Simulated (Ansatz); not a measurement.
System: rock-salt TiC. Method: RPBE in Ansatz (PAW).

Numerical settings: plane-wave cutoff 520 eV, 16×16×16 k mesh, Fermi–Dirac smearing 0.1 eV, perturbation theory, no spin polarisation, scalar-relativistic PAW data made under PBE.

Computed at the level's own relaxed cell.

Space group Fm-3m (No. 225); a = b = c = 4.3595 Å, α = β = γ = 90.00°

```
atom  site  symmetry       x       y       z
----  ----  --------  ------  ------  ------
Ti      4a      m-3m  0.0000  0.0000  0.0000
C       4b      m-3m  0.5000  0.5000  0.5000
```
(The calculation used a cell of 2 atoms; values per cell refer to that cell.)

Harmonic phonon frequencies (cm⁻¹; i marks an imaginary mode):

```
q point              frequencies
-------  -----------------------
Γ                            [?]
X        279 279 345 504 504 578
U        273 331 350 535 580 618
```

Problem. Fill in the missing entries.

Solution. 
- Γ, frequencies: 0 0 0 500 500 500

No imaginary mode appears at these points.

Ansatz is a first-principles code.
